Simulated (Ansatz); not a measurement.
fcc Ag, treated with Hartree–Fock in Ansatz (PAW).

Run with plane-wave cutoff 460 eV, 14×14×14 k mesh, Fermi–Dirac smearing 0.05 eV, no spin polarisation, scalar-relativistic PAW data made under PBE.

Computed at the level's own relaxed cell.

### Question
What does this level give for the volume per atom and lattice parameter a?

### Answer

- volume per atom = 22.26 Å³/atom
- lattice parameter a = 4.466 Å

Measured, for comparison: equilibrium volume per atom 16.76 Å³/atom (static lattice: zero-point anharmonic expansion removed; as tabulated in Mejia-Rodriguez and Trickey (2018), arXiv:1807.09216); lattice constant a 4.062 Å (static lattice: zero-point anharmonic expansion removed, our sources range from 4.056 to 4.063; as tabulated in Mejia-Rodriguez and Trickey (2018), arXiv:1807.09216). Computed (rounded) less measured: equilibrium volume per atom +32.8 %, lattice constant a +9.9 % (+9.9 % to +10.1 % over the range).

Note: the cell is over a tenth larger than the published one (another phase or state, or a fault of the published cell, is possible).

Computing time: about 50 core-minutes (a rough figure).

Ansatz is an electronic-structure program.
